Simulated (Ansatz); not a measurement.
```yaml
crystal:
  periodic: [false, false, false]
  atoms:
    - {symbol: C, position_ang: [2.205215, -0.792078, 2.566630]}
    - {symbol: C, position_ang: [0.870677, -0.204655, 0.826213]}
    - {symbol: C, position_ang: [-0.694602, 0.513370, -1.257785]}
    - {symbol: N, position_ang: [-0.067785, 2.001532, -3.028721]}
    - {symbol: S, position_ang: [-3.754938, -0.805942, -1.336583]}
    - {symbol: H, position_ang: [3.398450, -1.304690, 4.104206]}
    - {symbol: H, position_ang: [1.730212, 2.636504, -2.776778]}
    - {symbol: H, position_ang: [-3.513184, -2.152133, 0.797370]}
basis:
  gaussian: {orbitals: 6-31G}
hamiltonian: {xc: {name: wPBEh}}
output: {forces: true}
```

```sh
$ ansatz run in.yaml --threads 2 --pin off --events-out ev --progress --plain --max-ram 4352MiB
```

Shortened log:

```
Functional definition: wPBEh
749 factors; integrals over basis functions are off by at most 1.9e-4 eV
96 factors; integrals over basis functions are off by at most 9.9e-7 eV
mean field evaluation 1: about -15402.5512 eV, gradient 9.3e1 eV
mean field evaluation 2: about -14580.1960 eV, gradient 2.6e2 eV
mean field evaluation 4: about -14948.1148 eV, gradient 2.3e2 eV
mean field evaluation 8: about -15432.2759 eV, gradient 3.1e1 eV
mean field evaluation 16: about -15436.8442 eV, gradient 3.0e-1 eV
mean field evaluation 32: about -15436.9194 eV, gradient 1.2e-1 eV
mean field evaluation 192: about -15436.9190 eV, gradient 2.6e-2 eV
mean field -15436.91942297 eV, -567.2963252744 hartree, gradient 1.9e-6 eV, S^2 0.000000; 10 other end points of the search recorded, 0 dependent functions left out
reference -15436.91946917 eV, -567.2963269722 hartree; 22, 22 occupied and 33, 33 virtual orbitals, 749 factors
Total energy: -15436.91946917 eV, -567.2963269722 hartree
Atom 0 at     2.205215    -0.792078     2.566630 Å, force    -0.476821     0.266899    -0.705503 eV/Å
Atom 1 at     0.870677    -0.204655     0.826213 Å, force     1.364445    -0.602326     1.781892 eV/Å
Atom 2 at    -0.694602     0.513370    -1.257785 Å, force     0.992930     1.559255    -1.634232 eV/Å
Atom 3 at    -0.067785     2.001532    -3.028721 Å, force     2.030244    -1.128818     2.992835 eV/Å
Atom 4 at    -3.754938    -0.805942    -1.336583 Å, force     1.377730    -0.834478     2.130926 eV/Å
Atom 5 at     3.398450    -1.304690     4.104206 Å, force    -1.682744     0.712019    -2.152407 eV/Å
Atom 6 at     1.730212     2.636504    -2.776778 Å, force    -3.401055    -1.389129    -0.200670 eV/Å
Atom 7 at    -3.513184    -2.152133     0.797370 Å, force    -0.204729     1.416579    -2.212841 eV/Å
Dipole moment:     1.033090    -0.114018     0.847364 e Å
```

In this input the coordinates are in bohr but typed as ångström. Self-consistency was reached. The result belongs to that input, not to the molecule as meant.
